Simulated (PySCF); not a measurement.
Gas-phase reaction: AlCl₃.NH₃ → AlCl₂NH₂ + Cl + H

Computed with PySCF and rigid-rotor harmonic-oscillator thermochemistry at 1 bar. † marks an energy on the PBE0/def2-TZVP geometry and frequencies; other levels use their own. CCSD(T) freezes the core. 6-31G* has spherical d functions here. Open shells (unrestricted): Cl (multiplicity 2), H (multiplicity 2); the rest are closed-shell singlets. Spin-orbit splitting is ignored; it lowers the true energy and changes the entropy of Cl. B3LYP is the form with VWN-RPA correlation. Adducts (AlCl₃.NH₃) have no counterpoise correction, and HF, PBE, BLYP, B3LYP and PBE0 lack dispersion. AlCl₂NH₂: computed as isolated molecules; such fragments, hydroxides, amides, oligomers or adducts are transient or little studied in the gas. CCSD(T) isn't extrapolated to the basis-set limit.

```
level              ΔH°(298 K), kJ
-----------------  --------------
B3LYP/6-31G*                  623
B3LYP/def2-TZVP†                …
CCSD(T)/def2-SVP†             615
M06-2X/def2-TZVP†               …
PBE/def2-SVP                    …
PBE/def2-TZVP†                  …
PBE0/def2-SVP†                642
PBE0/def2-TZVP                627
```

Task: What belongs in the gaps?

Result: 
- B3LYP/def2-TZVP†, ΔH°(298 K), kJ: 608
- M06-2X/def2-TZVP†, ΔH°(298 K), kJ: 636
- PBE/def2-SVP, ΔH°(298 K), kJ: 642
- PBE/def2-TZVP†, ΔH°(298 K), kJ: 621
